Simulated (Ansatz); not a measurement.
# Structure relaxation of RuPb₃

Method: Ansatz, DFT PBE, scalar-relativistic, plane waves, PAW. Cutoff 420 eV, Γ-centred k mesh, Gaussian smearing, no spin polarisation in the final step.

The start puts RuPb₃ on the Cu3Au (L1_2) structure type (Pm-3m, No. 221), with Ru in place of Au, Pb in place of Cu, at a guessed volume.

```
CELL_PARAMETERS angstrom
4.68941 0.00000 0.00000
0.00000 4.68941 0.00000
0.00000 0.00000 4.68941
ATOMIC_POSITIONS crystal
Ru 0.00000 0.00000 0.00000
Pb 0.00000 0.50000 0.50000
Pb 0.50000 0.00000 0.50000
Pb 0.50000 0.50000 0.00000
```

Cell and atoms relax at zero pressure; the relaxation can't lower the symmetry of the start.

Formation energies are uncorrected and refer to the elements' standard structures at the same level.

Describe the relaxed structure.

It keeps Pm-3m (No. 221). The result has the Cu3Au (L1_2) structure. Conventional cell: a = 4.651 Å. Ru has 12 Pb at 3.29 Å; Pb has 4 Ru at 3.29 Å and 8 Pb at 3.29 Å.

```
Ru Pb
1.0
     4.65093    0.00000    0.00000
     0.00000    4.65093    0.00000
     0.00000    0.00000    4.65093
Ru Pb
1 3
Direct
  0.00000 0.00000 0.00000
  0.00000 0.50000 0.50000
  0.50000 0.00000 0.50000
  0.50000 0.50000 0.00000
```

What are its volume, energy, density and gap?

The volume per atom is 25.15 Å³, the density is 11.93 g/cm³ and the energy over the elements is 0.65 eV/atom. The gap on the 10×10×10 mesh is 0 eV (a metal).

The final run used a 10×10×10 mesh on its 4-atom cell and 0.10 eV smearing. For metals, differences of a few meV/atom aren't resolved. Spin–orbit coupling is left out. A structure relaxed within its symmetry needn't be a true minimum.

Cost: 2 runs of about 0.76 core-minutes in all, on Arm Neoverse V2 (shared hosts).